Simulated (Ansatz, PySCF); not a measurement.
This Ansatz (a first-principles code) input computes a r2SCAN/def2-TZVPD energy:

Ansatz 0.2 input:
```yaml
crystal:
  periodic: [false, false, false]
  atoms:
    - {symbol: C, position_ang: [0.03744685, 0.00324337, 0.50825858]}
    - {symbol: F, position_ang: [-0.03836255, 1.09650981, -0.24435931]}
    - {symbol: F, position_ang: [-0.08494317, -1.09763667, -0.22692580]}
    - {symbol: H, position_ang: [0.88507040, -0.00931849, 1.19201449]}
basis:
  gaussian:
    orbitals: def2-TZVPD
hamiltonian:
  xc: {name: r2SCAN}
magnetization: {spin_polarized: true, initial_magnetization: 1}
output: {forces: true}
```

Question: Write an input for the same energy in PySCF and say what it gives.

Answer: 
```python
from pyscf import gto, scf, dft

mol = gto.M(
    atom='''
    C     0.03744685    0.00324337    0.50825858
    F    -0.03836255    1.09650981   -0.24435931
    F    -0.08494317   -1.09763667   -0.22692580
    H     0.88507040   -0.00931849    1.19201449
    ''',
    basis='def2-tzvpd',
    charge=0,
    spin=1,
    verbose=4,
)

mf = dft.UKS(mol, xc='r2scan').density_fit(auxbasis='def2-universal-jkfit')
mf.grids.level = 4
mf.conv_tol = 1e-9
mf.max_cycle = 100
mf.max_memory = 1500
mf.kernel()
if not mf.converged:
    mf = mf.newton()
    mf.kernel(mf.make_rdm1())
for _ in range(2):
    mo, _, stable, _ = mf.stability(return_status=True)
    if stable:
        break
    mf.kernel(mf.make_rdm1(mo, mf.mo_occ))
mf.analyze()
```
It gives -238.32384 Eh, and Ansatz -238.32378 Eh, a difference of 0.06 mEh, from the treatment of integrals and grids.

It need not be the lowest isomer of its formula.
